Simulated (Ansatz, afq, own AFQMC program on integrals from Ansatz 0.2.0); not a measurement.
**AlGeH3, triplet → AlGeH$_{3}$⁺, quartet**

```yaml
atoms:
  - { symbol: Ge, position_ang: [0.0000, 0.0032, 0.7571] }
  - { symbol: Al, position_ang: [0.0000, 0.0167, -1.8285] }
  - { symbol: H, position_ang: [0.0000, -1.1750, -0.4756] }
  - { symbol: H, position_ang: [0.0000, -1.0743, -2.9759] }
  - { symbol: H, position_ang: [0.0000, 1.5689, -2.1659] }
```

Connectivity, by distances: Ge–AlH2, 1 bridging H.

E(quartet, charge +1) − E(triplet, charge +0) at this geometry, on UHF and ROHF determinants.

Basis cc-pVDZ. Only valence electrons are correlated. Ansatz 0.2.0 and our own AFQMC program on the same integrals; the CISD trial comes from CCSD amplitudes, and released means the phaseless constraint is let go. Free projection: walkers drawn from exp(T), propagated without any constraint. Its projection time is finite, and what remains of the start isn't in its error. ± is one standard error of the sampling. No spin–orbit coupling. The errors of all members are added in quadrature.

No full CI on the walks' own integrals is used here; CCSDT(Q) serves as the reference and is uncertain by about the last step of the cluster series. Each member takes its own surest rung, up to full CI.

Errors are counted within cc-pVDZ, not against nature.

Cautions: inner d shell frozen; no relativity below Rb; no spin-orbit coupling; AlGeH₃⁺ (quartet): another spin lies lower, strong correlation (T1 0.053, weight of the determinant 0.85, largest double 0.05), its ph-AFQMC/CISD value lies 22 ± 9 meV below CCSDT(Q); this isn't the first ionization; core correlation is missing, and it shifts such a gap most where an s electron is promoted.

| level | vertical ionization energy (kJ/mol) |
| --- | --- |
| HF | 880.1 |
| MP2 | 943.3 |

(1) From these cheaper values, estimate the vertical ionization energy at the reference level in cc-pVDZ.

(1) 943.6 kJ/mol (CCSDT(Q) in cc-pVDZ).

```csv
level,vertical ionization energy (kJ/mol),error against CCSDT(Q) (kJ/mol)
CCSD,946.8,3.1
CCSD(T),946.1,2.5
CCSDT,943.9,0.3
ph-AFQMC/CISD,940.2 ± 1.3,-3.4 ± 1.3
released AFQMC,942.8 ± 1.9,-0.9 ± 1.9
free AFQMC,943.3 ± 2.0,-0.3 ± 2.0
```

Correlation beyond CCSD(T) takes off 2.5 kJ/mol. The perturbative (T) step is worth −0.7 kJ/mol. Where the cautions show a poor determinant, the low rows tell how each method copes with it, not its usual error.

Free projections are given only where their last times agree within the noise and don't stop above the reference; a slow remainder of the start can still hide under it. A walk keeps the symmetry of its determinant, which the program's search chose and which needn't be the lowest solution, so a lower state of the same spin and another symmetry isn't excluded. Released energies are given only where the last usable release times agree within the noise; a slower fall can still hide under it.
